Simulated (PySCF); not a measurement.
**Towards the basis-set limit for NaN**

State: ³Σ⁻, triplet, unpaired electrons π ↑↑. De refers to Na + N. ROHF-based CCSD(T) in PySCF 2.14 with Na cc-pCVDZ, N aug-cc-pVDZ and Na cc-pCVTZ, N aug-cc-pVTZ (frozen core orbitals: 2; no relativity). Correlation energies are extrapolated as n⁻³ (n = 2, 3), Hartree–Fock as (n+1)·exp(−9√n). CV is the change on freezing 1 orbitals instead, in Na cc-pCVTZ, N cc-pwCVTZ. SR is the spin-free X2C energy in Na cc-pCVTZ-DK, N cc-pVTZ-DK less the non-relativistic one in Na cc-pCVTZ, N cc-pVTZ.

```json
{"Level": "CCSD(T)/DZ", "Re (Å)": "2.2869", "ωe (cm⁻¹)": "365.3", "ωexe (cm⁻¹)": "4.47", "αe (cm⁻¹)": "0.00557", "De (eV)": "0.714"}
{"Level": "CCSD(T)/TZ", "Re (Å)": "2.2537", "ωe (cm⁻¹)": "387.9", "ωexe (cm⁻¹)": "3.80", "αe (cm⁻¹)": "0.00502", "De (eV)": "0.895"}
{"Level": "HF/CBS", "Re (Å)": "2.2131", "ωe (cm⁻¹)": "446.7", "ωexe (cm⁻¹)": "2.66", "αe (cm⁻¹)": "0.00394", "De (eV)": "-0.738"}
{"Level": "MP2/CBS", "Re (Å)": "2.2196", "ωe (cm⁻¹)": "426.2", "ωexe (cm⁻¹)": "2.77", "αe (cm⁻¹)": "0.00418", "De (eV)": "0.829"}
{"Level": "CCSD/CBS", "Re (Å)": "2.2316", "ωe (cm⁻¹)": "409.0", "ωexe (cm⁻¹)": "3.41", "αe (cm⁻¹)": "0.00466", "De (eV)": "0.835"}
{"Level": "CCSD(T)/CBS", "Re (Å)": "2.2411", "ωe (cm⁻¹)": "397.2", "ωexe (cm⁻¹)": "3.64", "αe (cm⁻¹)": "0.00488", "De (eV)": "0.970"}
{"Level": "CCSD(T)/CBS+CV", "Re (Å)": "2.2396", "ωe (cm⁻¹)": "397.9", "ωexe (cm⁻¹)": "3.65", "αe (cm⁻¹)": "0.00489", "De (eV)": "0.972"}
{"Level": "CCSD(T)/CBS+CV+SR", "Re (Å)": "2.2389", "ωe (cm⁻¹)": "397.6", "ωexe (cm⁻¹)": "3.67", "αe (cm⁻¹)": "0.00491", "De (eV)": "0.968"}
```

**Question.** How much is left between CCSD(T)/TZ and the basis-set limit, and how much do the triples give at the limit?

**Answer.** CCSD(T)/CBS less CCSD(T)/TZ: -12.6 mÅ in Re, +9.3 cm⁻¹ in ωe and +0.075 eV in De. CCSD(T)/CBS less CCSD/CBS: +9.5 mÅ in Re, -11.8 cm⁻¹ in ωe and +0.135 eV in De.

**Question.** What do the later terms add?

**Answer.** CV: -1.5 mÅ in Re, +0.7 cm⁻¹ in ωe and +0.002 eV in De; SR: -0.7 mÅ in Re, -0.3 cm⁻¹ in ωe and -0.004 eV in De, each against the row above.

The T1 diagnostic is 0.046, large enough to doubt a single reference. The state was picked by a PBE0 search and need not be the measured ground state. Spin–orbit coupling, excitations beyond (T) and corrections to the Born–Oppenheimer picture are left out.

The whole job (state search and all basis sets along the bond) took about 32 min on 4 threads of Arm Neoverse V1 (shared host), peak memory 6.4 GiB.
